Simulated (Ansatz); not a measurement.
Z-matrix (Å, degrees):
```
C
C 1 1.319
F 1 1.335 2 120.4
H 1 1.083 2 124.9 3 180.0
F 2 1.335 1 120.4 3 -180.0
H 2 1.083 1 124.9 3 0.0
```

Charge 0, multiplicity 1.

**Question.** List the r2SCAN/def2-TZVPP orbital energies in eV (Ansatz). (Estimate.)

**Answer.** Computed: Occupied: -667.02, -667.02, -275.47, -275.45, -32.76, -32.65, -20.36, -16.25, -14.32, -13.92, -12.43, -12.24, -11.48, -10.30, -9.28, -6.45. Lowest empty: -0.52, 0.92, 2.47, 2.95, 3.47, 5.86, 6.17, 6.25.
